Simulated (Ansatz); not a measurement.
Predict the output of the script below (Ansatz 0.2.0, Python API).

`c5h10o_conformers.py`:
```python
# -*- coding: utf-8 -*-
"""Rank force-field conformers of C5H10O by single points."""

import ansatz
from rdkit import Chem
from rdkit.Chem import AllChem

BASIS_SET = "cc-pVDZ"
METHOD = "MP2"


def main():
    rd = Chem.AddHs(Chem.MolFromSmiles("CCC1(C)CO1"))
    ids = list(AllChem.EmbedMultipleConfs(rd, numConfs=20, randomSeed=744, pruneRmsThresh=0.4))
    field = [energy for _, energy in AllChem.MMFFOptimizeMoleculeConfs(rd)]
    distinct = {round(e, 2): i for i, e in zip(ids, field)}
    chosen = sorted(distinct.items())[:4]
    found = []
    for force_field, index in chosen:
        mol = ansatz.Crystal.molecule()
        for atom, xyz in zip(rd.GetAtoms(), rd.GetConformer(index).GetPositions()):
            mol = mol.atom(atom.GetSymbol(), xyz.round(5).tolist())
        base = (
            mol.calculation()
            .basis(gaussian=BASIS_SET)
            .correlation(METHOD)
        )
        found.append(base.run().report["free_energy_ev"])
    print("conformer   MMFF (kcal/mol)   this level (eV)")
    for (force_field, index), e in zip(chosen, found):
        print(f"{index:9d} {force_field - chosen[0][0]:17.2f} {(e - min(found)):17.3f}")


if __name__ == "__main__":
    main()
```

```console
$ python c5h10o_conformers.py
conformer   MMFF (kcal/mol)   this level (eV)
        5              0.00             0.018
        4              0.52             0.000
        2              2.39             0.001
```

The conformers keep their force-field geometries. Finished in 10 s on 1 thread of Arm Neoverse V1 (shared host), peak memory 0.37 GiB.
